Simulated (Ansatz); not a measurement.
**BN⁺, quartet: reading a ladder of total energies**

Geometry: that of the BN⁺, doublet, kept fixed.

```yaml
atoms:
  - { symbol: B, position_ang: [0.0000, 0.0000, 0.0000] }
  - { symbol: N, position_ang: [0.0000, 0.0000, 1.4419] }
```

Basis cc-pVTZ; Ansatz 0.2.0. Only valence electrons are correlated (noble-gas cores frozen), which leaves 7 electrons in 58 orbitals. R marks a restricted (for open shells ROHF) determinant, U an unrestricted one.

Full CI isn't at hand for all of this; UCCSDT(Q) serves as the reference, and is uncertain by the last step of the cluster series or more.

UCCSD has a T1 diagnostic of 0.033 and a largest doubles amplitude of 0.05.

Runs differ by some tens of microhartree through their thresholds and, for an open shell, their frozen cores, so steps under 0.03 kcal/mol mean nothing.

Here the R and U totals at CCSDT(Q) differ by 0.12 kcal/mol, a measure of how far such totals hang on the determinant and its frozen core.

| level | total energy (hartree) |
| --- | --- |
| UHF | -78.667636 |
| UMP2 | -78.824070 |
| UCCSD | -78.848441 |
| UCCSD(T) | -78.856281 |
| UCCSDT | -78.857643 |
| UCCSDT(Q) | -78.858123 |

Question: What is the correlation energy at UCCSDT(Q), and what share of it do UMP2 and UCCSD(T) recover?

Answer: E(corr) = -78.858123 − (-78.667636) = -0.190487 hartree = -5.183 eV. UMP2: -0.156434 / -0.190487 = 82.12 %. UCCSD(T): -0.188645 / -0.190487 = 99.03 %.

Question: By how many kcal/mol does UCCSD(T) miss UCCSDT(Q) (1 hartree = 627.509 kcal/mol), and which steps make up the rest?

Answer: -78.856281 − (-78.858123) = 0.001842 hartree = 1.16 kcal/mol. Steps: UCCSDT − UCCSD(T) = -0.85, UCCSDT(Q) − UCCSDT = -0.30 kcal/mol. Differences between like states or geometries often cancel part of this.
